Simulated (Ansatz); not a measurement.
# CHClF₂: small, medium and large basis sets

Aim: see how fast density functionals converge with the basis set for CHClF₂.

Computed with Ansatz 0.2.0, Gaussian basis. Level: one geometry, several basis sets.

Plan: PBE0-D4/def2-SVP; ωB97M-V/def2-SVP; PBE0-D4/def2-QZVPP; ωB97M-V/def2-QZVPP; the functionals' def2-TZVPP values are taken from earlier runs.

## (1) The geometry

The geometry comes from an earlier relaxation with PBE0-D4 in a triple-zeta def2 set; it is a stationary point.

5 atoms, charge 0, spin multiplicity 1.

Atoms are counted from 1 here; the program's logs count them from 0.

Bond lengths: F1–C2 1.334 Å, C2–F3 1.334 Å, C2–Cl4 1.763 Å, C2–H5 1.090 Å. Angles: F1–C2–F3 108.3°, F1–C2–Cl4 109.7°, F1–C2–H5 110.0°, F3–C2–Cl4 109.7°, F3–C2–H5 110.0°, Cl4–C2–H5 109.0°.

## (2) PBE0-D4 in def2-SVP

in.yaml reads:

```yaml
crystal:
  periodic: [false, false, false]
  atoms:
    - {symbol: F, position_ang: [0.038865, -0.568098, 1.222252]}
    - {symbol: C, position_ang: [0.109387, 0.023583, 0.028346]}
    - {symbol: F, position_ang: [0.844158, -0.745918, -0.776919]}
    - {symbol: Cl, position_ang: [-1.510967, 0.208912, -0.640839]}
    - {symbol: H, position_ang: [0.568558, 1.007822, 0.125760]}
basis:
  gaussian: {orbitals: def2-SVP}
hamiltonian: {xc: pbe0, dispersion: d4}
output: {orbitals: {seedname: orbitals}}
```

The runs that follow: ωB97M-V in def2-SVP; PBE0-D4 in def2-QZVPP; ωB97M-V in def2-QZVPP.

**Question.** What will the summary of the whole plan be? Wanted: PBE0-D4: double and triple zeta above quadruple; ωB97M-V: double and triple zeta above quadruple.

**Answer**, as computed:

| quantity | value |
| --- | --- |
| PBE0-D4: double and triple zeta above quadruple | 12.96, 0.70 eV |
| ωB97M-V: double and triple zeta above quadruple | 13.05, 0.67 eV |

**Reading.** For PBE0-D4 the step from double to triple zeta gains 12.26 eV and the next only 0.70 eV. Total energies overstate the basis error of differences, where much of it tends to cancel. The LUMO of ωB97M-V is positive and keeps falling with the basis (3.38 to 1.89 eV): an unbound level that the basis holds in place.
